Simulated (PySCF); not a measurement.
## Assignment exercise: C6H8

Bonds (- single, = double, # triple, : aromatic): C1=C2 1.327 Å, C2-C3 1.494 Å, C3-C4 1.494 Å, C4=C5 1.327 Å, C5-C6 1.494 Å, C6-C1 1.494 Å. C1 carries H7; C2 carries H8; C3 carries H9, H10; C4 carries H11; C5 carries H12; C6 carries H13, H14.

[PySCF 2.14.0 with density-fitted response routines: PBE0-D3(BJ)/def2-TZVP structure; shielding tensors at B97-2/pcSseg-2 (GIAO); relativity neglected; in vacuum; a single conformation; rapidly exchanging positions averaged]

References, each an isolated molecule treated in the same way: TMS for 13C, 1H.

Q: Assign these signals to the numbered atoms. 13C{1H} NMR (computed): δ 133.9 (CH), 31.2 (CH2).

A: 
133.9 → C1/C2/C4/C5, alkene CH: as expected for a trigonal carbon in a double bond
31.2 → C3/C6, allylic sp3 CH2: a saturated carbon with 2 carbon neighbours and no heteroatom attached

Q: Assign these signals to the numbered atoms. 1H NMR (600 MHz, computed): δ 6.00 (m, 4H), 2.89 (m, 4H).

A: 
| δ (ppm) | atoms | environment | reason |
| --- | --- | --- | --- |
| 6.00 | H7/H8/H11/H12 | hydrogen on an alkene CH | a vinylic proton, deshielded by the sp2 carbon and the C=C anisotropy |
| 2.89 | H9/H10/H13/H14 | hydrogen on an allylic sp3 CH2 | allylic position |

Shifts are as computed. Against solution values, carbons near 30 ppm lie about +3 ppm off and those near 130 ppm about +7 ppm. Of 1211 compounds with measured shifts, 218 miss one by over three times the rms of a fit or turn the order of signals round; such compounds aren't used in these exercises. Multiplicities follow the n + 1 count of equivalent neighbours, as no J values were calculated; m marks all less simple cases, F and P coupling included.
